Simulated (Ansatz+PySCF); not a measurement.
Results of a calculation; reference values are marked as such.
## Ansatz (development build ahead of 0.2.0) run

```yaml
crystal:
  periodic: [false, false, false]
  atoms:
    - { symbol: C, position_ang: [0.0, 0.0, -0.02133] }
    - { symbol: "N", position_ang: [0.0, 0.0, 1.13611] }
    - { symbol: H, position_ang: [0.0, 0.0, -1.11478] }
basis:
  gaussian: { orbitals: cc-pVTZ }
total_charge: 1
magnetization:
  initial_magnetization: 1
hamiltonian:
  xc: hf
correlation:
  method: mp2
  frozen_orbitals: { C: 1, H: 0, "N": 1 }
output:
  forces: true
```

The input is written out in the form of the current development build from the run's settings. Correlation on restricted open-shell orbitals is semicanonical, with singles.

Results

| Property | Result |
| --- | --- |
| Converged | yes |
| Reference energy | -92.46583 hartree |
| Correlation energy | -0.27359 hartree |
| Total energy | -92.73942 hartree |
| Spin squared of the determinant | 0.750 |
| Stability test | minimum among restricted orbitals |
| Occupied orbitals by symmetry in an Abelian subgroup (alpha; beta) | 5 A1 1 B1 1 B2; 5 A1 1 B1 |

Forces (eV/Å):
```json
{"atom": "C1", "Fx": "0.000", "Fy": "0.000", "Fz": "-6.961"}
{"atom": "N2", "Fx": "0.000", "Fy": "0.000", "Fz": "6.727"}
{"atom": "H3", "Fx": "0.000", "Fy": "0.000", "Fz": "0.234"}
```

Caution: MP2 on this radical cation hangs on the determinant chosen.
